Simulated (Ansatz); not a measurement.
```yaml
crystal:
  periodic: [false, false, false]
  atoms:
    - {symbol: B, position_ang: [-0.257348, 0.268596, 0.010702]}
    - {symbol: C, position_ang: [-0.673352, -0.585522, 0.419159]}
    - {symbol: H, position_ang: [-0.690402, 0.881188, -0.027935]}
    - {symbol: H, position_ang: [0.591817, 0.528885, 0.296893]}
    - {symbol: B, position_ang: [0.748705, 0.282897, -0.423875]}
    - {symbol: H, position_ang: [0.990144, 0.883172, -0.726295]}
    - {symbol: H, position_ang: [1.138819, -0.369172, -0.468901]}
    - {symbol: H, position_ang: [0.060095, 0.139119, -0.852192]}
    - {symbol: H, position_ang: [-1.327332, -0.789225, 0.145286]}
    - {symbol: H, position_ang: [-0.858414, -0.375638, 1.217920]}
    - {symbol: H, position_ang: [-0.173437, -1.018002, 0.479815]}
basis:
  gaussian: {orbitals: "6-31G*"}
magnetization: {spin_polarized: true, initial_magnetization: 2}
hamiltonian: {xc: {name: BLYP}, dispersion: d4}
scf: {lower_state_search: full}
output: {forces: true}
```

```sh
$ ansatz run in.yaml --threads 4 --pin off --events-out ev --progress --plain --max-ram 3916MiB
```

Shortened log:

```
Functional definition: BLYP
817 factors; their error is unknown
mean field evaluation 1: about -2419.0141 eV, gradient 7.9e1 eV
mean field evaluation 2: about -2390.3979 eV, gradient 1.1e2 eV
mean field evaluation 4: about -2445.8250 eV, gradient 1.2e1 eV
mean field evaluation 8: about -2446.6321 eV, gradient 3.1e-1 eV
mean field evaluation 16: about -2446.6006 eV, gradient 1.1e-4 eV
mean field evaluation 32: about -2419.2386 eV, gradient 6.7e1 eV
mean field evaluation 64: about -2438.2325 eV, gradient 1.7e1 eV
mean field evaluation 96: about -2446.6449 eV, gradient 1.1e0 eV
mean field evaluation 128: about -2248.5610 eV, gradient 1.7e2 eV
mean field evaluation 160: about -2446.6006 eV, gradient 2.1e-2 eV
mean field -2446.60056730 eV, -89.9109124830 hartree, gradient 3.2e-5 eV, S^2 2.001638; 7 other end points of the search recorded, 0 dependent functions left out
reference -2446.60080549 eV, -89.9109212360 hartree; 13, 11 occupied and 48, 50 virtual orbitals, 817 factors
Total energy: -2446.97620279 eV, -89.9247168325 hartree
Atom 0 at    -0.257348     0.268596     0.010702 Å, force    -0.146534    13.600939    -2.084093 eV/Å
Atom 1 at    -0.673352    -0.585522     0.419159 Å, force   -34.913137    -0.196975    18.982166 eV/Å
Atom 2 at    -0.690402     0.881188    -0.027935 Å, force   -23.176265    29.891405    -1.292013 eV/Å
Atom 3 at     0.591817     0.528885     0.296893 Å, force     3.994177    11.522578    30.072003 eV/Å
Atom 4 at     0.748705     0.282897    -0.423875 Å, force    24.039716    -9.520183    -9.511087 eV/Å
Atom 5 at     0.990144     0.883172    -0.726295 Å, force    18.381885    36.465918   -20.008736 eV/Å
Atom 6 at     1.138819    -0.369172    -0.468901 Å, force    19.801151   -28.386804    -3.352586 eV/Å
Atom 7 at     0.060095     0.139119    -0.852192 Å, force   -14.138451    -4.824889   -21.279190 eV/Å
Atom 8 at    -1.327332    -0.789225     0.145286 Å, force   -32.232432   -11.861375   -13.687205 eV/Å
Atom 9 at    -0.858414    -0.375638     1.217920 Å, force    -4.508975     2.877689    17.385264 eV/Å
Atom 10 at    -0.173437    -1.018002     0.479815 Å, force    42.898865   -39.568302     4.775476 eV/Å
Dipole moment:    -0.335430    -0.097560     0.140436 e Å
```

In this input the geometry is squeezed to about two thirds of its size. The run converged. The result belongs to that input, not to the species as meant.

The 6-31G sets use Cartesian d functions.
